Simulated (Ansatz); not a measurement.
# Rhodium (fcc) across density functionals

All rows: Ansatz, plane waves with scalar-relativistic PAW, 420 eV (500 eV for the SCAN forms), relaxed under each functional, no dispersion correction, no zero-point motion. B₀ comes from uniform scaling at fixed shape; a dash is a value not given.

The measured cell (COD entry 9008482) has a = 3.803 Å, 13.75 Å³/atom.

| functional | V (Å³/atom) | cell | B₀ (GPa) | magnetic state |
| --- | --- | --- | --- | --- |
| PBE | 14.05 | a = 3.830 Å | 257 | non-magnetic |
| r²SCAN | 13.72 | a = 3.800 Å | 282 | non-magnetic |
| PBEsol | 13.51 | a = 3.780 Å | 295 | non-magnetic |
| LDA | 13.23 | a = 3.754 Å | 318 | non-magnetic |
| revPBE | 14.24 | a = 3.847 Å | 243 | non-magnetic |
| RPBE | 14.31 | a = 3.854 Å | 238 | non-magnetic |

(1) What does BLYP give?

(2) Which functional comes closest to the measured volume?

## Answers

(1) V (Å³/atom): 14.82; cell: a = 3.899 Å; B₀ (GPa): 215; magnetic state: non-magnetic.

(2) r²SCAN, off by -0.2 %. The measured value holds thermal expansion and zero-point motion, which the calculations lack.
